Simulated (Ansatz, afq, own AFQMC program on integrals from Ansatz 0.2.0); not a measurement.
Two steps: Ansatz 0.2.0 writes the Fock matrix and Cholesky factors of the valence space, and afq projects on them the lowest state that overlaps trial and start.

```yaml
crystal:
  periodic: [false, false, false]
  atoms:
    - {symbol: Si, position_ang: [-0.072260, 0.000000, 1.484144]}
    - {symbol: Al, position_ang: [0.039097, 0.000000, -1.733004]}
    - {symbol: H, position_ang: [0.483441, -1.525984, 2.518111]}
    - {symbol: H, position_ang: [0.483441, 1.525984, 2.518111]}
basis:
  gaussian: {orbitals: cc-pVDZ}
magnetization: {spin_polarized: true, initial_magnetization: 1}
correlation: {method: ccsd_t, electrons: outside_noble_gas, hamiltonian_folder: ham}
```

```sh
$ ansatz run in.yaml --threads 1 --pin off --events-out ev --progress --plain --max-ram 1382MiB
```

afq runs on the folder ham with

```
--method phaseless --trial cisd --walkers 60 --populations 1 --least-time 40 --time-step 0.005 --steps-per-block 50 --equilibration-blocks 40 --max-blocks 300 --target-error 0.00072 --factor-cut 1e-05 --start spin_pure --seed 7551 --release-times 0.24,0.51,0.99,1.62,2.4 --release-step 0.03 --release-every 4 --taylor-order 6
```

Times are imaginary, in 1/Eh. The walk had a cap of 1011 s.

Log:

```
orbitals 36  electrons 5 4  factors 246 of 455
reference energy -531.85888058 Eh
CCSD correlation -0.17525505 Eh in 18 cycles, weight of the determinant in the CISD state 0.8166
energy of the start -532.030477 Eh
 block  time / (1/Eh)  mean weight  energy / Eh
     1     0.250  0.9995  -532.028823
     2     0.500  1.0004  -532.029182
     3     0.750  1.0007  -532.029786
     4     1.000  1.0013  -532.030690
     5     1.250  1.0008  -532.031663
     8     2.000  1.0015  -532.034117
    11     2.750  0.9995  -532.038735
    26     6.500  1.0014  -532.044394
    41    10.250  1.0011  -532.040484
    56    14.000  0.9984  -532.043810
    71    17.750  1.0012  -532.054561
    86    21.500  0.9993  -532.038928
   101    25.250  0.9986  -532.039033
   116    29.000  0.9990  -532.043008
   126    31.500  0.9988  -532.036186
   131    32.750  1.0000  -532.042946
   146    36.500  0.9981  -532.045625
   161    40.250  1.0022  -532.039752
   176    44.000  1.0020  -532.046420
   191    47.750  0.9979  -532.043592
   196    49.000  0.9988  -532.038439
blocks merged  error / Eh  count
     1  0.000301  160
     2  0.000383  80
     4  0.000479  40
     8  0.000606  20
    16  0.000641  10
released: time / (1/Eh)  energy / Eh  error  mean overlap
  0.24  -532.044032  0.000770  1.0117
  0.51  -532.043724  0.000788  1.0297
  0.99  -532.043508  0.000575  1.0456
  1.62  -532.043273  0.000775  1.0541
  2.40  -532.043421  0.000863  1.0813
energy -532.043385 +/- 0.000606 Eh
(rows thinned)
```

The run failed at least one of its tests; the cautions name the faults.

Against this walk (error 16.5 meV) on the same determinant: CCSD(T) 64.9 meV higher, CCSDT(Q) 17.0 meV lower (within the noise). The error is statistical and leaves out the bias of the constraint. None of these is a sure reference here. Released to 2.40 1/Eh the energy moves by -1 ± 29 meV (both errors), within twice the noise.

Cautions: constraint bias not in the error; error not settled; unrestricted determinant slightly spin contaminated (⟨S²⟩ 0.85 against 0.75).

The walk took 8 min on 1 thread of Intel(R) Xeon(R) Processor @ 2.50GHz (Skylake/Cascade Lake), with other jobs on the host. The log's last line is the phaseless energy.

CCSDT and higher add their correlation energy to the determinant of the CCSD(T) run, since their own runs factorise the integrals more tightly (a shift of under 2 meV). A walk keeps the symmetry of its determinant, which the program's search chose and which needn't be the lowest solution, so a lower state of the same spin and another symmetry isn't excluded.
